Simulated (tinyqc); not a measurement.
A ladder of methods, and size consistency: correlation methods against full CI in the sto-3g basis, for H2O, spin multiplicity 1. Computed by the program tinyqc with PySCF. All electrons correlated; +Q is the Davidson correction (1 - c0^2) E_corr. The last columns treat two copies 100 angstrom apart as one system. FCI is the lowest singlet.

Geometry (angstrom):
```
atom       x        y       z
O     0.0000   0.0000  0.0000
H     0.0000   0.6850  0.6070
H     0.0000  -0.7270  0.6440
```

RHF energy of one = -74.957411 hartree

Correlation energies (hartree):
```
method   E_corr of one  share of FCI (%)  E_corr of two at 100 angstrom  two minus twice one (mhartree)
MP2          -0.035598           72.4223                      -0.071196                          0.0000
CISD         -0.048487           98.6445                      -0.094687                          2.2873
CISD+Q       -0.049689          101.0886                      -0.099044                          0.3326
CCSD         -0.049052           99.7932                      -0.098104                          0.0000
CCSD(T)      -0.049109           99.9096                      -0.098218                          0.0000
FCI          -0.049153          100.0000                              -                               -
```

What does the comparison show, and why?

MP2 recovers 72 %, CISD 98.6 % and CCSD 99.8 % of the FCI value (c0^2 = 0.975 in CISD). MP2 and coupled cluster are size consistent, so their last column vanishes; CISD loses 2.29 mhartree, since a double excitation on each copy is a quadruple of the pair, and the Davidson correction leaves +0.33.
